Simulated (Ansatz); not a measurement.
**C₂H₃F₂+: energies up the ladder**

Aim: energies up the ladder, for C₂H₃F₂+, with the cost of each level. Charge +1.

Method: the levels named in each step, in Ansatz 0.2.0.

### Step 1. The system as given

Bond lengths: C1–C2 1.414 Å, C2–F3 1.266 Å, C2–F4 1.266 Å, C1–H5 1.110 Å, C1–H6 1.097 Å, C1–H7 1.098 Å. Angles: C1–C2–F3 123.6°, C1–C2–F4 123.7°, F3–C2–F4 112.7°, C2–C1–H5 110.0°, C2–C1–H6 112.1°, C2–C1–H7 112.0°, H5–C1–H6 103.8°, H5–C1–H7 104.5°, H6–C1–H7 113.7°.

As a file:

```xyz
7

C    -1.4564   -0.2522   -0.0395
C    -0.0635   -0.0110   -0.0028
F     0.7997   -0.9145    0.2033
F     0.4565    1.1302   -0.1774
H    -1.8881   -0.1433    0.9775
H    -1.6886   -1.2889   -0.3136
H    -1.9877    0.4932   -0.6454
```

### Step 2. A rough first relaxation, PBE-D4/def2-SVP

input.yaml

```yaml
crystal:
  periodic: [false, false, false]
  atoms:
    - { symbol: C, position_ang: [-1.45637, -0.25216, -0.03951] }
    - { symbol: C, position_ang: [-0.06348, -0.01096, -0.00283] }
    - { symbol: F, position_ang: [0.79969, -0.91454, 0.20326] }
    - { symbol: F, position_ang: [0.45645, 1.13022, -0.17739] }
    - { symbol: H, position_ang: [-1.88807, -0.14332, 0.97754] }
    - { symbol: H, position_ang: [-1.6886, -1.28888, -0.31361] }
    - { symbol: H, position_ang: [-1.98775, 0.49323, -0.64537] }
total_charge: 1
basis:
  gaussian: { orbitals: def2-SVP }
hamiltonian:
  xc: pbe
  dispersion: d4
relax:
  f_tol: 0.03
  max_steps: 200
```

Command:

```console
$ ansatz run input.yaml --threads 4 --pin off --max-ram 10240MiB --backend cpu --events-out ev --progress --plain --runs-dir out
```

Further steps of the session: Relaxation, PBE0-D4/def2-TZVPP; Frequencies, PBE0-D4/def2-TZVPP; Single point, PBE-D4/def2-TZVPP; Single point, r2SCAN-D4/def2-TZVPP; Single point, B3LYP-D4/def2-TZVPP; Single point, wB97M-V/def2-TZVPP; Single point, B2PLYP/def2-TZVPP; Single point, LDA/def2-TZVPP; Single point, PBE0-D4/def2-SVP; Single point, PBE-D4/def2-SVP; Single point, CCSD(T)/def2-TZVPP; Single point, CCSD(T)/def2-QZVPP.

**Question.** What will these runs give? Wanted: C1–C2 at PBE0-D4/def2-TZVPP; C2–F3 at PBE0-D4/def2-TZVPP; C2–F4 at PBE0-D4/def2-TZVPP; frequencies at PBE0-D4/def2-TZVPP; energy at CCSD(T)/CBS.

**Answer**, as computed:

```
                         quantity            value
      C1–C2 at PBE0-D4/def2-TZVPP          1.438 Å
      C2–F3 at PBE0-D4/def2-TZVPP          1.246 Å
      C2–F4 at PBE0-D4/def2-TZVPP          1.246 Å
frequencies at PBE0-D4/def2-TZVPP  63 to 3183 cm⁻¹
            energy at CCSD(T)/CBS     -7541.184 eV
```

No mode is imaginary, so the geometry is a minimum. These totals serve in differences with atoms or fragments at the same level; alone they don't rank the methods.
